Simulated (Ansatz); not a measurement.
```yaml
crystal:
  periodic: [false, false, false]
  atoms:
    - {symbol: P, position_ang: [-1.074568, -0.205053, -0.003501]}
    - {symbol: C, position_ang: [-0.002257, 1.103982, 0.015190]}
    - {symbol: Si, position_ang: [1.192663, -0.323696, -0.003700]}
    - {symbol: H, position_ang: [-0.184552, 2.165643, 0.029685]}
basis:
  gaussian: {orbitals: def2-TZVP}
hamiltonian: {xc: pbe0}
relax: {f_tol: 0.004, max_steps: 80}
```

```sh
$ ansatz run in.yaml --threads 1 --pin off --events-out ev --progress --plain --max-ram 2176MiB
```

Steps of the relaxation (energy above the last step; positions in Å, forces in eV/Å):

```
4
step 1, 40.9 meV
P    -1.075   -0.205   -0.004    0.631   -0.003    0.000
C    -0.002    1.104    0.015    0.316   -0.998   -0.014
Si    1.193   -0.324   -0.004   -1.070    0.733    0.009
H    -0.185    2.166    0.030    0.123    0.268    0.004
```

```
4
step 2, 8.5 meV
P    -1.064   -0.216   -0.004    0.236    0.011    0.000
C    -0.003    1.099    0.015    0.130   -0.456   -0.006
Si    1.172   -0.311   -0.004   -0.454    0.381    0.005
H    -0.174    2.168    0.030    0.088    0.064    0.001
```

```
4
step 3, 0.2 meV
P    -1.061   -0.224   -0.004   -0.005    0.004    0.000
C    -0.005    1.093    0.015   -0.076    0.029    0.000
Si    1.158   -0.294   -0.003    0.050   -0.023    0.000
H    -0.161    2.166    0.030    0.031   -0.010    0.000
```

```
4
step 5, 0.0 meV
P    -1.062   -0.226   -0.004   -0.001   -0.001    0.000
C    -0.010    1.093    0.015    0.000    0.001    0.000
Si    1.159   -0.292   -0.003    0.000    0.000    0.000
H    -0.156    2.166    0.030    0.000    0.000    0.000
```

Close pairs at the end: C2–H4 1.084 Å, P1–C2 1.687 Å, C2–Si3 1.813 Å, P1–Si3 2.222 Å.

A stationary point of restricted PBE0 after 5 steps (its stability towards spin polarisation wasn't tested); no frequencies were run, so it isn't proven a minimum. 14 s on 1 thread of Intel Xeon 6975P-C, shared host.
